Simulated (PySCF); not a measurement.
**Löwdin shares of the frontier orbitals**

Species: C3H7NS.
Numbering: `[CH3:1]/[N:2]=[CH:3]/[CH2:4][SH:5]` (hydrogens: H6, H7, H8 on C1; H9 on C3; H10, H11 on C4; H12 on S5)

Structure used (PBE0-D3(BJ)/def2-SVP), in Å, numbered top down from 1:
```xyz
12
C3H7NS angstrom
C      1.9740    0.5009    0.2908
N      0.6164    0.2866    0.7003
C     -0.1201   -0.4602   -0.0052
C     -1.5493   -0.7017    0.3490
S     -2.6690   -0.0143   -0.9163
H      2.1465    1.5798    0.1439
H      2.6555    0.1892    1.0993
H      2.2589   -0.0327   -0.6383
H      0.2388   -0.9414   -0.9405
H     -1.7661   -0.2846    1.3420
H     -1.7743   -1.7800    0.3583
H     -2.2936    1.2723   -0.7462
```

Level of theory: TDDFT CAM-B3LYP/def2-SVPD, vertical, gas phase, core orbitals frozen in the response (PySCF 2.14.0, density-fitted response routines).

Kohn–Sham orbitals with the atoms that hold most of them (Löwdin shares over 4%, at most four atoms; ? is withheld):

| orbital | ε (eV) | atoms |
| --- | --- | --- |
| LUMO+2 | 1.50 | S5 53%, C1 9%, H12 7%, C3 6% |
| LUMO+1 | 1.11 | S5 51%, H12 15%, C4 9%, H11 6% |
| LUMO | ? | N2 27%, C3 24%, S5 24%, C4 8% |
| HOMO | -8.42 | ? |
| HOMO-1 | -8.96 | ? |
| HOMO-2 | -9.83 | N2 31%, C3 22%, S5 14%, C1 11% |
| HOMO-3 | -11.18 | S5 49%, C4 17%, H12 10%, C3 6% |

Question: Give the leading atoms of the HOMO.

Answer: S5 (bonded to C and H) 71%; C4 (bonded to C, S and 2 H) 10%; H12 (bonded to S) 6%; C3 (bonded to C, N and H) 5%. By element: sulfur 71%, carbon 15% or more, hydrogen 6% or more.

Question: Which atoms hold the HOMO-1, and with what shares?

Answer: N2 (bonded to 2 C) 57%; C3 (bonded to C, N and H) 11%; C1 (bonded to N and 3 H) 11%; S5 (bonded to C and H) 5%. By element: nitrogen 57%, carbon 22% or more, sulfur 5%.

Question: What is the LUMO energy, and the HOMO–LUMO gap?

Answer: ε(LUMO) = 0.57 eV; the gap is 8.99 eV (0.3303 hartree).

Question: The HOMO–LUMO gap is 8.99 eV. Where does the response calculation put the lowest singlet, and from which orbitals?

Answer: S1 is at 5.12 eV (f = 0.0038), 3.86 eV below the gap, made of HOMO-1→LUMO (74%), HOMO→LUMO (12%). Its leading pair isn't HOMO and LUMO; the energies of that pair differ by 9.53 eV. 

Next come S2 at 5.53 eV (f 0.0072), HOMO→LUMO+1 (37%), HOMO→LUMO (37%); S3 at 5.95 eV (f 0.061), HOMO→LUMO+1 (45%), HOMO→LUMO (43%); S4 at 6.84 eV (f 0.023), HOMO→LUMO+2 (76%), HOMO→LUMO+3 (13%); S5 at 7.23 eV (f 0.095), HOMO-1→LUMO+1 (51%), HOMO-2→LUMO (31%).

Löwdin shares depend on the basis, the more so with diffuse functions.

The run took 1.8 min on one thread, Arm Neoverse V2, on a shared host.

One conformer stands for the species.
